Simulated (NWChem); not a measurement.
# Setting up AlF2 (SMILES [F][Al][F]) in NWChem

AlF2 has 3 atoms, charge 0, and is taken as a doublet. As SMILES, `[F][Al][F]`. Geometry: relaxed at PBE0-D4/def2-TZVP.

```xyz
3

F     0.5330   -1.3612    0.1364
Al    0.3887    0.2754    0.2452
F    -0.9325    1.0210   -0.3948
```

Settings wanted:

```
task              : polarizability
method            : DFT
functional        : CAM-PBE0
basis set         : 6-31G*
reference         : UKS
relativity        : none
integration grid  : coarse
iteration cap     : 60
damping           : 50
ncydp             : 5
module            : dft
frequency         : 0 Eh
d and f functions : Cartesian
```

Write the NWChem 7.3.0 input and the command.

One that was run (others would do as well):

input.nw:
```
start input
title "AlF2"
memory 2200 mb
charge 0

geometry noautosym nocenter noautoz
 F     0.533000   -1.361200    0.136400
 Al    0.388700    0.275400    0.245200
 F    -0.932500    1.021000   -0.394800
end

basis
 * library 6-31G*
end

dft
 xc xcampbe96 1.0 cpbe96 1.0 hfexch 1.0
 cam 0.30 cam_alpha 0.25 cam_beta 0.75
 mult 2
 grid coarse
 convergence damp 50 ncydp 5
 direct
 iterations 60
 mulliken
 noprint "final vectors analysis"
end

property
 response 1 0
end

task dft property
```

```bash
$ nwchem input.nw > input.out
```

Calculated total energy: -441.58943 Eh.
